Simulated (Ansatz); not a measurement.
## Relative stability

Two relaxed structures of Si$_{2}$NH$_{6}$ (charge -1), closed shell (PBE0-D4/def2-TZVPD; forces vanish, vibrations not checked).

A:

```xyz
9
angstrom
N -1.8447 0.3863 -0.8170
Si -0.2422 0.7269 -0.6008
Si 0.6712 -0.8946 0.8479
H -2.3600 1.0146 -1.4258
H 0.7623 0.6882 -1.7603
H 0.2315 2.0239 0.0688
H 2.1382 -0.6895 1.1270
H 0.5947 -2.3082 0.3465
H 0.0491 -0.9476 2.2138
```

B:

```
9
angstrom
N -1.7946 0.3835 -0.8297
Si -0.0595 0.5192 -0.5097
Si 0.5520 -1.0758 1.0933
H -2.2576 1.1481 -1.3003
H 0.5230 0.5666 -1.9056
H 0.2474 1.9259 -0.0192
H 1.9711 -0.5081 1.2304
H 0.9216 -2.1720 0.0867
H -2.3273 0.1166 -0.0128
```

Computed with Ansatz 0.2.0 (basis: def2-TZVPPD); correlated methods freeze the cores. B3LYP uses VWN-RPA correlation.

(1) Which structure is lower at CCSD(T), and by how much? (An estimate is asked for; the value comes from the calculation.)

T1 diagnostic: at most 0.016.

Results:

(1) Computed: B, by 45.2 kJ/mol (electronic energy, against the other). By their contacts, A is Si₂NH₆ ([NH][SiH2][SiH3]), total charge -1 and B is Si₂NH₆ ([NH2][SiH2][SiH2]), total charge -1.

All methods give the same order:

| method | E(B) − E(A) (kJ/mol) |
| --- | --- |
| PBE-D4 | -49.7 |
| r2SCAN-D4 | -44.7 |
| PBE0-D4 | -54.3 |
| B3LYP-D4 | -43.3 |
| wB97M-V | -49.5 |
| HF | -44.7 |
| MP2 | -35.5 |
| CCSD | -46.7 |
| CCSD(T) | -45.2 |

Labels in which every atom is bracketed show which atoms are joined, not bond orders.

For scale, one of the runs: CCSD(T)/def2-TZVPPD, 235 basis functions, launched by `ansatz run in.yaml --threads 2 --pin off --events-out ev --progress --plain --max-ram 4352MiB`. Hardware: 2 CPU threads of an AMD EPYC 7B13, shared host. Wall time 75 s; peak host memory 3.9 GiB.
